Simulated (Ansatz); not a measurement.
System: bcc W. Method: r²SCAN (Ansatz, an electronic-structure program, PAW).

Settings: plane-wave cutoff 500 eV, 22×22×1 k mesh (along the axes of the cell as run), Fermi–Dirac smearing 0.1 eV, scalar-relativistic PAW data made under PBE.

Q: What does this level give for the surface energy of the (110) face and work function of the (110) face?

A: 
surface energy of the (110) face: 3.52 J/m²
work function of the (110) face: 4.87 eV

The slab of 6 atoms is relaxed and unreconstructed.

Spin–orbit coupling is not included.

The result took around 23 core-minutes (rough).
